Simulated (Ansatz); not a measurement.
This script for the Python package of Ansatz (0.2.0) starts 4 runs on C2HNa, SMILES C#[C][Na]. What input does the engine get in each?

The script, `disp.py`:
```python
"""Size of D3 and D4 in C2HNa."""

import warnings

import ansatz as az

warnings.simplefilter("ignore", az.DeckWarning)

mol = (
    az.Crystal.molecule()
    .atom("C", (-0.0622, 0.8199, -0.1187))
    .atom("C", (0.0257, -0.3227, 0.0414))
    .atom("Na", (0.2516, -2.4734, 0.3428))
    .atom("H", (-0.1596, 1.9158, -0.2859))
)

calculation = mol.calculation().basis(gaussian="def2-SVP")
for name in ["pbe0", "r2scan"]:
    for correction in ("d3bj", "d4"):
        data = calculation.functional(name, dispersion=correction).run(threads=1).report
        print(f"{name:8s} {correction:5s} total {data['free_energy_ev']:.5f} eV, of which dispersion {1000 * data['dispersion']['energy']['ev']:.2f} meV")
```

Run 1:
```yaml
crystal:
  periodic: [false, false, false]
  atoms:
    - { symbol: C, position_ang: [-0.0622, 0.8199, -0.1187] }
    - { symbol: C, position_ang: [0.0257, -0.3227, 0.0414] }
    - { symbol: Na, position_ang: [0.2516, -2.4734, 0.3428] }
    - { symbol: H, position_ang: [-0.1596, 1.9158, -0.2859] }
basis:
  gaussian:
    orbitals: def2-SVP
hamiltonian:
  xc: pbe0
  dispersion: d3bj
```

Run 2, against run 1:
```diff
-  dispersion: d3bj
+  dispersion: d4
```

Run 3, against run 1:
```diff
-  xc: pbe0
+  xc: r2scan
```

Run 4, against run 1:
```diff
-  xc: pbe0
-  dispersion: d3bj
+  xc: r2scan
+  dispersion: d4
```

```console
$ python disp.py
pbe0     d3bj  total -6495.11583 eV, of which dispersion -46.41 meV
pbe0     d4    total -6495.11142 eV, of which dispersion -42.00 meV
r2scan   d3bj  total -6498.34002 eV, of which dispersion -13.45 meV
r2scan   d4    total -6498.33740 eV, of which dispersion -10.83 meV
```

Reading the output:
- Total energies depend on the basis set; only differences at equal settings carry meaning.
- The geometry is a force-field or estimated start, not a minimum of this method, and the basis set is short of its limit. D4 holds the three-body term, and d3bj doesn't.
- A dispersion term here runs with damping parameters fitted for another variant or functional.
- The script silences the warnings on its input, which a real study should read.
- The whole script took 5.1 s on 1 thread of Arm Neoverse V2, with other jobs on the host, peak memory 0.16 GiB.
